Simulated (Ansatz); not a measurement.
Two structures, one formula

The two ends of one reaction step of CH4FS, doublet (PBE0-D4/def2-TZVP).

A:

H1  (-0.692, -0.419, 0.552)
C2  (0.299, -0.857, 0.423)
F3  (1.042, -0.041, -0.410)
S4  (-1.424, 2.375, -0.925)
H5  (0.219, -1.845, -0.034)
H6  (0.808, -0.930, 1.387)
H7  (-0.251, 1.715, -0.993)
(Å)

B:

H1  (-1.145, 0.708, 0.043)
C2  (0.563, -1.095, 0.466)
F3  (1.425, -0.451, -0.315)
S4  (-1.443, 1.860, -0.586)
H5  (0.083, -1.950, 0.009)
H6  (0.742, -0.988, 1.528)
H7  (-0.225, 1.916, -1.145)
(Å)

Ansatz 0.2.0; basis: def2-TZVPP; cores frozen in the correlated methods; orbitals are unrestricted. B3LYP uses VWN-RPA correlation.

(1) Which structure is lower at CCSD(T), and by how much? (Judge from chemistry; the value comes from the calculation.)

The T1 diagnostic stays at or below 0.014. ⟨S²⟩ of the unrestricted Hartree–Fock references: 0.76 (a pure state has 0.75).

Results:

(1) The calculation gives: A, by 14.77 kcal/mol (electronic energy, against the other). By their contacts, A is a complex of CH₃F ([CH3][F]) + HS and B is a complex of CH₂F ([CH2][F]) + H₂S.

All methods give the same order:

```
      method  E(B) − E(A) (kcal/mol)
       SPW92                    8.83
      PBE-D4                   10.46
     BLYP-D4                   12.03
   r2SCAN-D4                   10.12
      B97M-V                   12.35
     PBE0-D4                   11.96
    B3LYP-D4                   13.20
  r2SCAN0-D4                   11.40
    BHLYP-D4                   14.96
CAM-B3LYP-D4                   13.74
     wB97X-V                   13.41
     wB97M-V                   13.06
      B2PLYP                   14.03
    PBE-QIDH                   13.48
  RPA on PBE                   17.02
          HF                   16.79
         MP2                   14.77
        CCSD                   15.37
     CCSD(T)                   14.77
```

Labels in which every atom is bracketed show which atoms are joined, not bond orders.

For scale, one of the runs: CCSD(T)/def2-TZVPP, 160 basis functions, launched by `ansatz run in.yaml --threads 4 --pin off --events-out ev --progress --plain --max-ram 9574MiB`. Time: 18 s of wall clock on 4 CPU threads of an AMD EPYC 9R45; the host was shared. Peak host memory: 2.9 GiB.
